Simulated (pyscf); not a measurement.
Optimised with ωB97X-D3(BJ)/def2-SVP in PySCF.

Problem. For `[CH2][CH3]` [doublet] + `[H][H]` → `[CH3][CH3]` + `[H]` [doublet], a hydrogen abstraction (doublet surface; H–H broken, C–H formed), PBE/def2-TZVP gives ΔE‡ = 5.9 kcal/mol and ΔE = -0.2 kcal/mol (zero: the separated reactants). In which direction and how far do PBE0-D3(BJ)/def2-TZVP, M06-2X/def2-TZVP, ωB97M-D3(BJ)/def2-TZVP move these?

Solution. PBE0-D3(BJ): ΔE‡ = 7.8 kcal/mol, ΔE = -0.7 kcal/mol; M06-2X: ΔE‡ = 12.9 kcal/mol, ΔE = +0.1 kcal/mol; ωB97M-D3(BJ): ΔE‡ = 10.9 kcal/mol, ΔE = -0.2 kcal/mol. PBE's barrier lies under all of them, by 1.9 to 7.0 kcal/mol. Its reaction energy lies among theirs. This is the saddle that the search found; another between the same sides may lie lower. The angle at the transferred H is 176°.
